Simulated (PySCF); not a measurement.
# Gas-phase XPS of `COC`, computed

Compound: C₂H₆O.
Cartesian coordinates in Å at the PBE0-D3(BJ)/def2-SVP level; atoms count from 1:
```xyz
9
C2H6O angstrom
C     -0.2123   -0.3637    1.1301
O      0.7971   -0.0454    0.2282
C      0.3142    0.3581   -1.0123
H     -0.8476   -1.1993    0.7705
H     -0.8786    0.4994    1.3349
H      0.2586   -0.6694    2.0752
H     -0.2884   -0.4328   -1.5045
H      1.1760    0.5873   -1.6551
H     -0.3195    1.2658   -0.9399
```

Theory: PySCF, delta-SCF UKS SCAN, pcX-2 on the ionised atom, pcseg-1 elsewhere, spin-free X2C. Binding energies are ΔSCF values: E(core-ionised, relaxed orbitals) − E(ground state) at a fixed geometry, referred to the vacuum level.

Question: List the computed XPS lines with their assignment.

Answer: 
| atom(s) | bonded to | level | binding energy (eV) | count |
| --- | --- | --- | --- | --- |
| C1/C3 | O and 3 H | C 1s | 292.27 | 2 |
| O2 | 2 C | O 1s | 538.61 | 1 |

Question: Which effective nuclear charge Zeff reproduces each element's mean 1s value in the hydrogen-like formula E = 13.606 eV × Zeff²?

Answer: C (Z = 6): mean 292.3 eV, Zeff = 4.63, Z − Zeff = 1.37; O (Z = 8): mean 538.6 eV, Zeff = 6.29, Z − Zeff = 1.71. Means run over the listed sites, weighted by atom count.

The first atom of each set that the bonding makes equivalent was ionised and stands for the set. Isolated species at its PBE0-D3(BJ)/def2-SVP geometry, gas phase.

The run took 14 s wall on one thread, Arm Neoverse N1 (aarch64), no GPU, shared host, and the process peaked at 0.48 GiB of memory.
